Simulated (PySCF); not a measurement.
From a log to its input

A PySCF 2.14 run on the atoms Mg 0 0 0; C 0 0 1.859 (angstrom) printed this (some set-up lines and the per-cycle HOMO/LUMO lines with their warnings removed):

```
PySCF version 2.14.0

[INPUT] verbose = 4
[INPUT] num. atoms = 2
[INPUT] num. electrons = 18
[INPUT] charge = 0
[INPUT] spin (= nelec alpha-beta = 2S) = 0
[INPUT] symmetry False subgroup None
[INPUT] Mole.unit = angstrom

nuclear repulsion = 20.4952981098655
number of shells = 19
number of NR pGTOs = 73
number of NR cGTOs = 39
basis = jorge-dzp-dkh
ecp = {}

******** <class 'pyscf.x2c.sfx2c1e.sfX2C1eRHF'> ********
method = sfX2C1eRHF
initial guess = minao
damping factor = 0
level_shift factor = 0
DIIS = <class 'pyscf.scf.diis.CDIIS'>
diis_start_cycle = 1
diis_space = 8
diis_damp = 0
SCF conv_tol = 1e-09
SCF conv_tol_grad = None
SCF max_cycles = 50
direct_scf = True
direct_scf_tol = 1e-13

******** <class 'pyscf.x2c.sfx2c1e.SpinFreeX2CHelper'> ********
approx = 1e
xuncontract = 1
Set gradient conv threshold to 3.16228e-05
Initial guess from minao.
init E= -237.518597108496

cycle= 1 E= -237.487788542227  delta_E= 0.0308  |g|= 0.193  |ddm|= 1.45
cycle= 2 E= -237.501155792638  delta_E= -0.0134  |g|= 0.147  |ddm|= 0.464
cycle= 3 E= -237.509063823176  delta_E= -0.00791  |g|= 0.0207  |ddm|= 0.183
cycle= 4 E= -237.509456357027  delta_E= -0.000393  |g|= 0.00913  |ddm|= 0.077
cycle= 5 E= -237.509523795937  delta_E= -6.74e-05  |g|= 0.00169  |ddm|= 0.0367
cycle= 6 E= -237.509528335982  delta_E= -4.54e-06  |g|= 0.00053  |ddm|= 0.0107
cycle= 7 E= -237.509528885299  delta_E= -5.49e-07  |g|= 0.000275  |ddm|= 0.00324
cycle= 8 E= -237.509529074874  delta_E= -1.9e-07  |g|= 0.000124  |ddm|= 0.00157
cycle= 9 E= -237.509529129641  delta_E= -5.48e-08  |g|= 3.41e-05  |ddm|= 0.000949
cycle= 10 E= -237.509529133071  delta_E= -3.43e-09  |g|= 3.23e-06  |ddm|= 0.000312
cycle= 11 E= -237.509529133079  delta_E= -7.11e-12  |g|= 6.17e-07  |ddm|= 1.22e-05
Extra cycle  E= -237.509529133079  delta_E= -3.98e-13  |g|= 2.99e-07  |ddm|= 1.97e-06
converged SCF energy = -237.509529133079
rhf_internal: lowest eigs of H = [2.85528947e-07 5.87240934e-02 2.15765165e-01]
<class 'pyscf.x2c.sfx2c1e.sfX2C1eRHF'> wavefunction is stable in the internal stability analysis
rhf_real2complex: lowest eigs of H = [-0.04558797 -0.01689953  0.01822861]
<class 'pyscf.x2c.sfx2c1e.sfX2C1eRHF'> wavefunction has an real -> complex instability
rhf_external: lowest eigs of H = [-0.13993319 -0.1063625  -0.07290564]
<class 'pyscf.x2c.sfx2c1e.sfX2C1eRHF'> wavefunction has an RHF/RKS -> UHF/UKS instability
Dipole moment(X, Y, Z, Debye): -0.00000,  0.00000, -4.42657
orbital energies (hartree): [-0.7145 -0.2973 -0.2701 -0.01    0.0134  0.0671]
```

Write the input that gave this log.

The input was:

```python
from pyscf import gto, scf

mol = gto.M(
    atom='Mg 0 0 0; C 0 0 1.859',
    basis='jorge-dzp-dkh',
    charge=0,
    spin=0,
    verbose=4,
)
mf = scf.RHF(mol)
mf = mf.sfx2c1e()
mf.kernel()
mf.stability(internal=True, external=True)
mf.dip_moment()
print('orbital energies (hartree):', mf.mo_energy[..., max(0, mol.nelec[1]-3):mol.nelec[0]+3].round(4))
```

At this level a UHF run with spin=4 ends 3.75 eV lower; the true order of the states can differ. The stability test finds a lower solution, so these numbers belong to a saddle point. The bond length is a typed value, not an optimised one.
